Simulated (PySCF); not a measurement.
Gas-phase reaction: 6 SiHCl₂ + SiH₄ → i-Si₄H₁₀ + 3 SiCl₄

Computed with PySCF and rigid-rotor harmonic-oscillator thermochemistry at 1 bar. † marks an energy on the PBE0/def2-TZVP geometry and frequencies; other levels use their own. MP2 and CCSD(T) freeze the core. 6-31G* has spherical d functions here. Open shells (unrestricted): SiHCl₂ (multiplicity 2); the rest are closed-shell singlets. B3LYP is the form with VWN-RPA correlation. SiHCl₂: computed as isolated molecules; such fragments, hydroxides, amides, oligomers or adducts are transient or little studied in the gas. MP2 isn't extrapolated to the basis-set limit. CCSD(T) isn't extrapolated to the basis-set limit.

```
level               ΔH°(298 K), kJ
------------------  --------------
B3LYP/6-31G*                  -842
B3LYP/def2-TZVP†                 ?
CCSD(T)/def2-SVP†             -960
MP2/def2-SVP†                    ?
PBE/def2-TZVP†                -875
ωB97M-V/def2-TZVP†               ?
```

Task: Some entries are withheld; supply them.

Result: 
- B3LYP/def2-TZVP†, ΔH°(298 K), kJ: -841
- MP2/def2-SVP†, ΔH°(298 K), kJ: -979
- ωB97M-V/def2-TZVP†, ΔH°(298 K), kJ: -993
